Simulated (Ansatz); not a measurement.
# BH2 (boron dihydride): levels of theory compared

Aim: a comparison of 6 runs (UB2PLYP/6-311G**, UPBE0/6-311G**, RPA@PBE/6-311G**, UMP2/3-21G, UMP2/6-311G**, UCCSDT/3-21G) of BH2 (boron dihydride). 

The calculation is run with Ansatz 0.2.0.

58 further runs of the same task are left out: 58 set aside as unsound or not needed.

### 1 The molecule

BH2: 3 atoms, total charge 0, spin state doublet. SMILES: `[BH2]`. The H3–B1 distance was set to 2.898 Å, away from the relaxed value. At this shape a bond of the SMILES string is far longer than usual.

Bond lengths: B1–H2 1.159 Å.

### 2 The energy at UB2PLYP/6-311G(d,p) (run 1)

The input, job.yaml:

```yaml
crystal:
  periodic: [false, false, false]
  atoms:
    - symbol: B
      position_ang: [1.471420, 0.813085, 0.906064]
    - symbol: H
      position_ang: [1.488600, 1.964635, 1.038404]
    - symbol: H
      position_ang: [-0.542860, -0.819090, -0.389630]
basis:
  gaussian:
    orbitals: 6-311G_st__st_.json
magnetization:
  spin_polarized: true
  initial_magnetization: 1
hamiltonian:
  xc: {name: B2PLYP}
correlation:
  frozen_orbitals: {B: 1, H: 0}
accuracy: high
```

The basis set 6-311G** is read from a file made from the Basis Set Exchange's data (not shown).

Command:

```bash
$ ansatz run job.yaml --threads 1 --pin off --max-ram 2610MiB --events-out events.jsonl --progress --plain --runs-dir runs
```

Output:

```text
Warning: RAYON_NUM_THREADS=1 ignored (pool sized by the plan → 1); use --threads N
Functional definition: B2PLYP
  name "B2PLYP"
  parameter a = 0.53
  parameter c = 0.27
  exchange = (1 - a)*b88_x + a*exact_x
  correlation = (1 - c)*lyp_c + c*(mp2_os + mp2_ss)
510 factors; integrals over basis functions are off by at most 3.0e-9 eV
mean field evaluation 1: about -698.9477 eV, gradient 6.9e0 eV
mean field evaluation 2: about -698.9462 eV, gradient 6.9e0 eV
mean field evaluation 4: about -700.1945 eV, gradient 2.0e0 eV
mean field evaluation 8: about -700.4058 eV, gradient 2.8e-1 eV
mean field evaluation 16: about -700.4194 eV, gradient 1.4e-3 eV
mean field evaluation 32: about -699.6073 eV, gradient 5.1e-2 eV
mean field -700.41935577 eV, -25.7399365634 hartree, gradient 7.3e-8 eV, S^2 1.054125; 4 other end points of the search recorded, 0 dependent functions left out
1 core orbitals not correlated: weight in the atoms' cores, before any rotation towards them, 1.000 or more for the frozen orbitals, at most 0.000 for the correlated occupied ones
reference -700.41937680 eV, -25.7399373361 hartree; 3, 2 occupied and 26, 27 virtual orbitals, 510 factors
second order -1.93693523 eV of doubles, -0.00000000 eV of singles
Total energy: -700.94234931 eV, -25.7591562215 hartree
```

It took 1.9 s on 1 thread of Arm Neoverse V1, shared host; peak memory 0.095 GiB.

### 3 The energy at UPBE0/6-311G(d,p) (run 2)

The input, in.yaml:

```yaml
basis:
  gaussian: {orbitals: 6-311G_st__st_.json}
crystal:
  periodic: [false, false, false]
  atoms:
    - symbol: B
      position_ang: [1.471420, 0.813085, 0.906064]
    - symbol: H
      position_ang: [1.488600, 1.964635, 1.038404]
    - symbol: H
      position_ang: [-0.542860, -0.819090, -0.389630]
magnetization: {spin_polarized: true, initial_magnetization: 1}
hamiltonian: {xc: pbe0}
accuracy: high
```

The basis set 6-311G** is read from a file made from the Basis Set Exchange's data (not shown).

Command:

```bash
$ ansatz run in.yaml --threads 1 --pin off --max-ram 2610MiB --events-out events.jsonl --progress --plain --runs-dir runs
```

Output:

```text
Warning: RAYON_NUM_THREADS=1 ignored (pool sized by the plan → 1); use --threads N
Functional definition: PBE0
  name "PBE0"
  parameter a = 0.25
  parameter kappa = 0.804
  parameter beta = 0.06672455060314922
  exchange = (1 - a)*pbe_x(kappa = kappa, mu = beta*pi^2/3) + a*exact_x
  correlation = pbe_c(beta = beta)
510 factors; integrals over basis functions are off by at most 3.0e-9 eV
mean field evaluation 1: about -699.8882 eV, gradient 5.1e0 eV
mean field evaluation 2: about -700.2597 eV, gradient 4.3e0 eV
mean field evaluation 4: about -700.5987 eV, gradient 7.0e-1 eV
mean field evaluation 8: about -700.6544 eV, gradient 1.0e-1 eV
mean field evaluation 16: about -700.6551 eV, gradient 6.8e-5 eV
mean field evaluation 32: about -699.8841 eV, gradient 2.9e-3 eV
mean field -700.65509588 eV, -25.7485998525 hartree, gradient 3.2e-8 eV, S^2 1.038851; 3 other end points of the search recorded, 0 dependent functions left out
reference -700.65509819 eV, -25.7485999376 hartree; 4, 3 occupied and 26, 27 virtual orbitals, 510 factors
Total energy: -700.65509819 eV, -25.7485999376 hartree
```

It took 1.8 s on 1 thread of Arm Neoverse V1, shared host; peak memory 0.091 GiB.

### 4 The energy at RPA@PBE/6-311G(d,p) (run 3)

The input, job.yaml:

```yaml
crystal:
  periodic: [false, false, false]
  atoms:
    - {symbol: B, position_ang: [1.471420, 0.813085, 0.906064]}
    - {symbol: H, position_ang: [1.488600, 1.964635, 1.038404]}
    - {symbol: H, position_ang: [-0.542860, -0.819090, -0.389630]}
basis:
  gaussian: {orbitals: 6-311G_st__st_.json}
total_charge: 0
magnetization: {spin_polarized: true, initial_magnetization: 1}
hamiltonian: {xc: pbe}
correlation: {method: rpa, frozen_orbitals: {B: 1, H: 0}}
accuracy: high
```

The basis set 6-311G** is read from a file made from the Basis Set Exchange's data (not shown).

Command:

```bash
$ ansatz run job.yaml --threads 1 --pin off --max-ram 2610MiB --events-out events.jsonl --progress --plain --runs-dir runs
```

Output (excerpt; [...] marks lines left out):

```text
Warning: RAYON_NUM_THREADS=1 ignored (pool sized by the plan → 1); use --threads N
Functional definition: PBE
  name "PBE"
[...]
510 factors; integrals over basis functions are off by at most 3.0e-9 eV
[...]
mean field -700.38052699 eV, -25.7385096320 hartree, gradient 1.4e-8 eV, S^2 0.994211; 2 other end points of the search recorded, 0 dependent functions left out
1 core orbitals not correlated: weight in the atoms' cores, before any rotation towards them, 1.000 or more for the frozen orbitals, at most 0.000 for the correlated occupied ones
reference -697.20572650 eV, -25.6218378657 hartree; 3, 2 occupied and 26, 27 virtual orbitals, 510 factors
Total energy: -701.60517002 eV, -25.7835144332 hartree
```

Run time: 1.4 s. Hardware: 1 thread of Arm Neoverse V1, shared host; peak memory 0.11 GiB.

Runs 4 to 5 aren't shown in full; the table further down has their settings and results.

### 5 The energy at UCCSDT/3-21G (run 6)

The input, run.yaml:

```yaml
crystal:
  periodic: [false, false, false]
  atoms:
    - {symbol: B, position_ang: [1.471420, 0.813085, 0.906064]}
    - {symbol: H, position_ang: [1.488600, 1.964635, 1.038404]}
    - {symbol: H, position_ang: [-0.542860, -0.819090, -0.389630]}
basis:
  gaussian:
    orbitals: 3-21G.json
magnetization:
  spin_polarized: true
  initial_magnetization: 1
correlation:
  method: ccsdt
  frozen_orbitals: {B: 1, H: 0}
accuracy: high
scf:
  omitted_lower_state_checks: [cluster_reference, increment]
```

The basis set 3-21G is read from a file made from the Basis Set Exchange's data (not shown).

Command:

```bash
$ ansatz run run.yaml --threads 1 --pin off --max-ram 2610MiB --events-out events.jsonl --progress --plain --runs-dir runs
```

Output:

```text
Warning: RAYON_NUM_THREADS=1 ignored (pool sized by the plan → 1); use --threads N
[... 16 lines left out ...]
1 core orbitals not correlated: weight in the atoms' cores, before any rotation towards them, 1.000 or more for the frozen orbitals, at most 0.000 for the correlated occupied ones
[... 47 lines left out ...]
Total energy: -694.73140656 eV, -25.5309082851 hartree
Checks for a lower state left out: cluster_reference, increment
```

Wall time 0.85 s (1 thread of Arm Neoverse V1, shared host).

### 6 All runs side by side

| run | level | frozen core orbitals | energy (Eh) | ⟨S²⟩ | wall time |
| --- | --- | --- | --- | --- | --- |
| 1 | UB2PLYP/6-311G** | 1 | -25.759156 | 1.054 | 1.9 s |
| 2 | UPBE0/6-311G** | – | -25.748600 | 1.039 | 1.8 s |
| 3 | RPA@PBE/6-311G** | 1 | -25.783514 | 0.994 | 1.4 s |
| 4 | UMP2/3-21G | 1 | -25.507734 | 1.215 | 0.16 s |
| 5 | UMP2/6-311G** | 1 | -25.686327 | 1.228 | 0.38 s |
| 6 | UCCSDT/3-21G | 1 | -25.530908 | 1.215 | 0.85 s |

### 7 Results

| quantity | value |
| --- | --- |
| run 6: total energy | -25.53091 Eh |
| run 6: correlation energy (1 core orbital frozen) | -51.8 mEh |
| run 6: ⟨S²⟩ of the reference determinant | 1.215 |
| run 6: T1 diagnostic | 0.111 |

In words: Totals of different functionals can't be ranked against each other. Spin contamination of the reference: run 5 ⟨S²⟩ = 1.23, run 4 ⟨S²⟩ = 1.22, run 6 ⟨S²⟩ = 1.22, run 1 ⟨S²⟩ = 1.05, run 2 ⟨S²⟩ = 1.04, run 3 ⟨S²⟩ = 0.99. All runs together took 6.4 s, the longest 1.9 s.
